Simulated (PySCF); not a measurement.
# F2BO: EPR parameters at several levels of theory

Aim: compute the EPR parameters of F2BO (`[O]B(F)F`) at several levels, and see how far they spread and what each costs.

Programs: PySCF 2.14.0, with density-fitted response routines of our own. Each step states its level of theory. These are calculated values for one molecule in the gas phase, unless marked as measured. Atoms count from 0, in the outputs and in this text.

**1. The starting structure**

4 atoms, charge 0, multiplicity 2; geometry from: GFN2-xTB.

Bonds of the start (Å): O0–B1 1.28, B1–F2 1.33, B1–F3 1.34.

**2. Relaxing the molecule at PBE0-D3(BJ)/def2-SVP**

Job settings and geometry (Å):

```
{"job": {"xc": "PBE0", "basis": "def2-SVP", "d3": "d3bj", "grid": 1, "kind": "geom"}, "charge": 0, "multiplicity": 2}
O      1.207580    -0.554680    -0.006720
B      0.040580    -0.018350    -0.012570
F     -1.091740    -0.725170    -0.002790
F     -0.135950     1.307750    -0.023620
```

What it wrote:

```text
step   0  E = -299.30893283  max force = 0.086695
step   1  E = -299.31417071  max force = 0.023853
step   2  E = -299.31485245  max force = 0.009884
step   3  E = -299.31363303  max force = 0.018735
step   4  E = -299.31502412  max force = 0.005045
step   5  E = -299.31521322  max force = 0.001666
step   6  E = -299.31522746  max force = 0.000371
optimisation converged
```

Run time: 28 s. Hardware: 1 thread, shared host.

Step by step: (the energy doesn't fall at every step)

```tsv
step	energy from step 0 (eV)	largest force component (eV/Å)
0	0.0000	4.4580
1	-0.1425	1.2266
2	-0.1611	0.5083
3	-0.1279	0.9634
4	-0.1658	0.2594
5	-0.1709	0.0857
6	-0.1713	0.0191
```

Close pairs (by a distance rule), those that changed most:

```tsv
bond	before (Å)	after (Å)	change (Å)
O0–B1	1.284	1.355	+0.070
B1–F3	1.338	1.315	-0.023
B1–F2	1.335	1.315	-0.020
```

The next job starts from the end point, and lists it.

```tsv
at the end point	value
point group (found at 0.08 Å tolerance)	C2v
rotational constants (GHz, main isotopes)	11.243, 10.110, 5.323
dipole moment (D)	0.08
⟨S²⟩	0.753
```

**3. g tensor and hyperfine couplings: B3LYP/IGLO-III**

Job settings and geometry (Å):

```
{"job": {"kind": "epr"}, "charge": 0, "multiplicity": 2}
O      1.226864    -0.542219    -0.004930
B     -0.010930     0.008629    -0.012379
F     -1.067193    -0.774751     0.003437
F     -0.128271     1.317891    -0.031828
```

Method: UKS B3LYP, IGLO-III on B F O, non-relativistic, mean-field spin-orbit, GIAO.

What it wrote:

```text
UKS, coarse grid
  cycle   1  E = -299.91625888  |g| = 4.88e-01
  cycle   2  E = -299.84424788  |g| = 7.20e-01
  cycle   3  E = -299.99066236  |g| = 3.85e-02
  cycle   4  E = -299.99079681  |g| = 3.67e-02
  cycle   5  E = -299.99127402  |g| = 2.65e-03
  cycle   6  E = -299.99127905  |g| = 9.78e-04
UKS, final grid
  cycle   1  E = -299.99128734  |g| = 5.85e-04
  cycle   2  E = -299.99128743  |g| = 4.83e-04
  cycle   3  E = -299.99128750  |g| = 1.34e-04
  cycle   4  E = -299.99128750  |g| = 5.78e-05
  cycle   5  E = -299.99128751  |g| = 2.75e-05
E = -299.99128751 Eh   <S^2> = 0.7530 (exact 0.7500)
g shifts (ppm)      1          2          3
  rmc          -318       -318       -318
  gc             12         75         62
  oz_so         574       8303      23355
  total         268       8060      23099
hyperfine (MHz)  atom isotope    a_iso     a_fc   dipolar eigenvalues
    0   17O     -44.87     -44.87   -276.41    134.29    142.12
    1   11B     -33.60     -33.60    -10.06     -3.37     13.43
    2   19F      36.85      36.85    -78.73    -67.77    146.50
    3   19F      38.37      38.37    -80.12    -69.17    149.29
```

Run time: 21 s. Hardware: 1 thread, shared host.

Principal g values 2.00259, 2.01038, 2.02542; g(iso) = 2.01279, against 2.00232 for a free electron.

Mean a(iso) over the nuclei that a row names, and the largest dipolar term of the row (other rows stand at the frozen geometry):

```tsv
nuclei	isotope	a(iso) (MHz)	a(iso) (G, at g = 2.0023)	largest dipolar term (MHz)
O0	17O	-44.9	-16.0	-276.4
F2, F3	19F	37.6	13.4	149.3
B1	11B	-33.6	-12.0	13.4
```

Mulliken spin populations:

```tsv
atom	value (e)
O0	1.00
B1	-0.05
F2	0.03
F3	0.03
```

In first order the couplings over 0.8 MHz of 19F, 11B give 12 distinct lines over 62.8 G, if the averaged nuclei exchange fast.

**4. EPR parameters: PBE/IGLO-III**

Settings changed since step 3:

```diff
@@ -1,2 +1,2 @@
-{"job": {"kind": "epr"}, "charge": 0, "multiplicity": 2}
+{"job": {"kind": "epr", "xc": "PBE"}, "charge": 0, "multiplicity": 2}
 O      1.226864    -0.542219    -0.004930
```

Level: UKS PBE, IGLO-III on B F O, non-relativistic, mean-field spin-orbit, GIAO.

What it wrote:

```text
UKS, coarse grid
  cycle   1  E = -299.60944453  |g| = 4.79e-01
  cycle   2  E = -299.45837374  |g| = 8.64e-01
  cycle   3  E = -299.67995580  |g| = 3.45e-02
  cycle   4  E = -299.67932239  |g| = 5.50e-02
  cycle   5  E = -299.68043527  |g| = 6.48e-03
  cycle   6  E = -299.68045302  |g| = 1.28e-03
  cycle   7  E = -299.68045353  |g| = 4.04e-04
UKS, final grid
  cycle   1  E = -299.68046805  |g| = 8.80e-04
  cycle   2  E = -299.68046685  |g| = 2.14e-03
  cycle   3  E = -299.68046830  |g| = 7.04e-05
  cycle   4  E = -299.68046830  |g| = 2.53e-05
E = -299.68046830 Eh   <S^2> = 0.7525 (exact 0.7500)
g shifts (ppm)      1          2          3
  rmc          -318       -318       -318
  gc             12         72         54
  oz_so        1334       7924      18371
  total        1027       7677      18106
hyperfine (MHz)  atom isotope    a_iso     a_fc   dipolar eigenvalues
    0   17O     -24.88     -24.88   -268.27    130.74    137.52
    1   11B     -30.72     -30.72    -10.32     -2.66     12.98
    2   19F      21.09      21.09   -105.35    -94.48    199.83
    3   19F      22.33      22.33   -107.29    -96.45    203.74
```

It took 12 s on 1 thread, shared host.

Key values: g(iso) 2.01126.

**5. EPR parameters: PBE0/IGLO-III**

Job settings and geometry (Å):

```
{"job": {"kind": "epr", "xc": "PBE0"}, "charge": 0, "multiplicity": 2}
O      1.226864    -0.542219    -0.004930
B     -0.010930     0.008629    -0.012379
F     -1.067193    -0.774751     0.003437
F     -0.128271     1.317891    -0.031828
```

With the program's defaults for keys left out, this is: UKS PBE0, IGLO-III on B F O, non-relativistic, mean-field spin-orbit, GIAO.

What it wrote:

```text
UKS, coarse grid
  cycle   1  E = -299.61786976  |g| = 4.41e-01
  cycle   2  E = -299.58205371  |g| = 5.93e-01
  cycle   3  E = -299.68114273  |g| = 3.48e-02
  cycle   4  E = -299.68132575  |g| = 3.22e-02
  cycle   5  E = -299.68170347  |g| = 3.48e-03
  cycle   6  E = -299.68171171  |g| = 1.14e-03
  cycle   7  E = -299.68171281  |g| = 3.58e-04
UKS, final grid
  cycle   1  E = -299.68172606  |g| = 3.71e-04
  cycle   2  E = -299.68172603  |g| = 5.46e-04
  cycle   3  E = -299.68172612  |g| = 4.20e-05
  cycle   4  E = -299.68172612  |g| = 2.14e-05
E = -299.68172612 Eh   <S^2> = 0.7533 (exact 0.7500)
g shifts (ppm)      1          2          3
  rmc          -313       -313       -313
  gc             11         77         61
  oz_so         470       7868      21364
  total         168       7632      21112
hyperfine (MHz)  atom isotope    a_iso     a_fc   dipolar eigenvalues
    0   17O     -38.09     -38.09   -275.48    133.84    141.64
    1   11B     -35.36     -35.36    -10.10     -3.40     13.51
    2   19F      35.87      35.87    -72.26    -62.10    134.36
    3   19F      37.37      37.37    -73.54    -63.39    136.93
```

Wall time 16 s (1 thread, shared host).

In short: g(iso) 2.01196.

**6. g tensor and hyperfine couplings: BHandHLYP/IGLO-III**

Job settings and geometry (Å):

```
{"job": {"kind": "epr", "xc": "BHandHLYP"}, "charge": 0, "multiplicity": 2}
O      1.226864    -0.542219    -0.004930
B     -0.010930     0.008629    -0.012379
F     -1.067193    -0.774751     0.003437
F     -0.128271     1.317891    -0.031828
```

Level: UKS BHandHLYP, IGLO-III on B F O, non-relativistic, mean-field spin-orbit, GIAO.

What it wrote:

```text
UKS, coarse grid
  cycle   1  E = -299.80414386  |g| = 4.52e-01
  cycle   2  E = -299.81847251  |g| = 4.58e-01
  cycle   3  E = -299.87596924  |g| = 3.82e-02
  cycle   4  E = -299.87658760  |g| = 2.03e-02
  cycle   5  E = -299.87676706  |g| = 5.78e-03
  cycle   6  E = -299.87678702  |g| = 1.67e-03
  cycle   7  E = -299.87679042  |g| = 4.57e-04
UKS, final grid
  cycle   1  E = -299.87679527  |g| = 3.22e-04
  cycle   2  E = -299.87679532  |g| = 3.00e-04
  cycle   3  E = -299.87679535  |g| = 7.67e-05
  cycle   4  E = -299.87679536  |g| = 3.63e-05
  cycle   5  E = -299.87679536  |g| = 4.81e-06
E = -299.87679536 Eh   <S^2> = 0.7539 (exact 0.7500)
g shifts (ppm)      1          2          3
  rmc          -314       -314       -314
  gc              7         75         61
  oz_so         235       8326      29460
  total         -72       8086      29207
hyperfine (MHz)  atom isotope    a_iso     a_fc   dipolar eigenvalues
    0   17O     -65.66     -65.66   -277.47    134.25    143.21
    1   11B     -38.94     -38.94     -9.86     -3.70     13.56
    2   19F      51.62      51.62    -59.61    -48.96    108.56
    3   19F      53.34      53.34    -60.56    -49.91    110.47
```

Run time: 19 s. Hardware: 1 thread, shared host.

Key values: g(iso) 2.01473.

**7. EPR parameters: HF/IGLO-III**

Job settings and geometry (Å):

```
{"job": {"kind": "epr", "xc": "HF"}, "charge": 0, "multiplicity": 2}
O      1.226864    -0.542219    -0.004930
B     -0.010930     0.008629    -0.012379
F     -1.067193    -0.774751     0.003437
F     -0.128271     1.317891    -0.031828
```

With the program's defaults for keys left out, this is: UKS HF, IGLO-III on B F O, non-relativistic, mean-field spin-orbit, GIAO.

What it wrote:

```text
UKS, final grid
  cycle   1  E = -298.60015726  |g| = 4.50e-01
  cycle   2  E = -298.67481949  |g| = 2.15e-01
  cycle   3  E = -298.68864298  |g| = 5.01e-02
  cycle   4  E = -298.69007513  |g| = 1.43e-02
  cycle   5  E = -298.69026470  |g| = 5.96e-03
  cycle   6  E = -298.69030807  |g| = 2.92e-03
  cycle   7  E = -298.69032019  |g| = 1.18e-03
  cycle   8  E = -298.69032269  |g| = 3.48e-04
  cycle   9  E = -298.69032290  |g| = 9.75e-05
  cycle  10  E = -298.69032292  |g| = 2.80e-05
  cycle  11  E = -298.69032292  |g| = 1.28e-05
  cycle  12  E = -298.69032292  |g| = 9.15e-06
E = -298.69032292 Eh   <S^2> = 0.7573 (exact 0.7500)
g shifts (ppm)      1          2          3
  rmc          -317       -317       -317
  gc              6         79         60
  oz_so         143       7351      28591
  total        -168       7113      28334
hyperfine (MHz)  atom isotope    a_iso     a_fc   dipolar eigenvalues
    0   17O     -97.66     -97.66   -270.34    129.00    141.34
    1   11B     -55.53     -55.53     -9.87     -3.28     13.15
    2   19F      60.85      60.85    -44.46    -33.46     77.92
    3   19F      62.65      62.65    -45.11    -34.09     79.20
```

It took 12 s on 1 thread, shared host.

In short: g(iso) 2.01408.

**8. EPR parameters: CAM-B3LYP/IGLO-III**

Job settings and geometry (Å):

```
{"job": {"kind": "epr", "xc": "CAM-B3LYP"}, "charge": 0, "multiplicity": 2}
O      1.226864    -0.542219    -0.004930
B     -0.010930     0.008629    -0.012379
F     -1.067193    -0.774751     0.003437
F     -0.128271     1.317891    -0.031828
```

With the program's defaults for keys left out, this is: UKS CAM-B3LYP, IGLO-III on B F O, non-relativistic, mean-field spin-orbit, GIAO.

What it wrote:

```text
UKS, coarse grid
  cycle   1  E = -299.82720132  |g| = 4.84e-01
  cycle   2  E = -299.82177073  |g| = 5.67e-01
  cycle   3  E = -299.90825437  |g| = 3.99e-02
  cycle   4  E = -299.90886783  |g| = 2.51e-02
  cycle   5  E = -299.90914392  |g| = 7.31e-03
  cycle   6  E = -299.90918132  |g| = 1.72e-03
  cycle   7  E = -299.90918684  |g| = 4.45e-04
UKS, final grid
  cycle   1  E = -299.90920065  |g| = 3.45e-04
  cycle   2  E = -299.90920068  |g| = 4.11e-04
  cycle   3  E = -299.90920073  |g| = 6.01e-05
  cycle   4  E = -299.90920074  |g| = 3.14e-05
  cycle   5  E = -299.90920074  |g| = 8.24e-06
E = -299.90920074 Eh   <S^2> = 0.7530 (exact 0.7500)
g shifts (ppm)      1          2          3
  rmc          -315       -315       -315
  gc              9         74         62
  oz_so         391       8589      26732
  total          85       8347      26478
hyperfine (MHz)  atom isotope    a_iso     a_fc   dipolar eigenvalues
    0   17O     -38.41     -38.41   -278.25    135.16    143.09
    1   11B     -33.63     -33.63     -9.95     -3.54     13.49
    2   19F      39.14      39.14    -70.75    -59.35    130.10
    3   19F      40.70      40.70    -71.96    -60.56    132.52
```

Wall time 27 s (1 thread, shared host).

This run: g(iso) 2.01396.

**9. Comparing the runs: EPR parameters**

g, ⟨S²⟩ and isotropic hyperfine couplings (MHz), with basis size and wall time:

```tsv
run	g(iso)	⟨S²⟩	17O O0	19F F2 (mean)	11B B1	functions	time
B3LYP/IGLO-III	2.01279	0.753	-44.9	37.6	-33.6	140	21 s
PBE/IGLO-III	2.01126	0.753	-24.9	21.7	-30.7	140	12 s
PBE0/IGLO-III	2.01196	0.753	-38.1	36.6	-35.4	140	16 s
BHandHLYP/IGLO-III	2.01473	0.754	-65.7	52.5	-38.9	140	19 s
HF/IGLO-III	2.01408	0.757	-97.7	61.8	-55.5	140	12 s
CAM-B3LYP/IGLO-III	2.01396	0.753	-38.4	39.9	-33.6	140	27 s
```

**10. Results**

| quantity | value |
| --- | --- |
| point group | C2v |
| rotational constants (main isotopes) | 11.24, 10.11, 5.32 GHz |
| g(iso) (B3LYP) | 2.01279 |
| ⟨S²⟩ | 0.753 (exact 0.75) |
| largest a(iso) (averaged by class) | 17O on O0, -44.9 MHz |

**Reading.** Single values in the summary come from the first run of each kind that ended normally (B3LYP/IGLO-III), which need not be the best level. The optimisation took 6 steps and gained 0.171 eV; among the close pairs (by a distance rule), O0–B1 changed most, from 1.284 to 1.355 Å. No frequency check was run at this level, so the end point may be a saddle. Most of the unpaired spin sits on O0 (1.00 e). The isotropic g lies 10.5 ppt above the free-electron value. The coupling of 17O on O0 runs from -97.7 (HF/IGLO-III) to -24.9 MHz (PBE/IGLO-III).
